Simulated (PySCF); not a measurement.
Atoms are numbered as in `[BH2:1][SiH2:2][OH:3]` (H(Xn): hydrogen on atom n).

Geometry: PBE0-D3(BJ)/def2-SVP; GIAO shifts from PySCF 2.14, gas phase, non-relativistic, averaged over equivalent atoms.

At PBE0/pcSseg-1 (83 basis functions, 2.4 s wall time on 1 thread of an AMD EPYC 9R45 96-Core, shared host):
| atoms | δ (ppm) |
| --- | --- |
| B1 | 121.6 |
| Si2 | -17.1 |
| O3 | -1.2 |
| H(B1) | 10.38 |
| H(Si2) | 5.37 |
| H(O3) | 0.09 |

Scale: $^{11}$B (100.73 ppm) vs BF3·OEt2; $^{29}$Si (351.99 ppm), $^{1}$H (31.27 ppm) against TMS; $^{17}$O (334.56 ppm) against H2O (reference shieldings calculated alike).

Question: Predict the values at KT3/pcSseg-2 on the same geometry.

Answer: 
```
 atoms  δ at KT3/pcSseg-2  change
    B1              113.0    -8.6
   Si2              -20.6    -3.5
    O3                7.0    +8.2
 H(B1)               9.82   -0.56
H(Si2)               5.43   +0.06
 H(O3)              -0.24   -0.33
```

Referencing at the same level of theory: BF3·OEt2 for $^{11}$B (σ = 98.64 ppm); $^{29}$Si (σ = 358.24 ppm) and $^{1}$H (σ = 31.35 ppm) against TMS; $^{17}$O (σ = 323.80 ppm) vs H2O.

The largest change is at B1 (boron bonded to Si, 2 H). Cost: 185 basis functions, 8.9 s wall time on 1 thread of an AMD EPYC 9R45 96-Core, shared host.

Experimental scales use liquid or dissolved standards, which lie at an offset from isolated H2O (liquid H2O: subtract about 36 ppm).
